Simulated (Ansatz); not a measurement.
Basis-set extrapolation for C₄H₇N (`CC1CC1=N`) (PBE0-D4/def2-TZVP geometry, frozen core, Ansatz 0.2.0). Multiplicity 1, RHF reference.

|  | def2-TZVPP | def2-QZVPP |
| --- | --- | --- |
| HF | -210.005438 | -210.014910 |
| MP2 correlation | -0.865278 | -0.920664 |
| CCSD(T) correlation | -0.941765 | not run |

Energies in hartree. Use E(X) = E(∞) + A·exp(−7.88·√X) for Hartree–Fock and E(X) = E(∞) + B·X^(−2.97) for correlation, with X = 3 and 4, and add CCSD(T) minus MP2 of the smaller set to the MP2 limit.

Question: What is the CCSD(T) energy at the basis-set limit?

Answer: HF limit: -210.014910 + (-0.009472) × 0.13774 = -210.01621. MP2 limit: -0.920664 + (-0.055386) × 0.74074 = -0.96169. Higher-order term: -0.941765 − (-0.865278) = -0.07649. Total: -211.05439 hartree, 2.92 eV below CCSD(T)/def2-TZVPP.
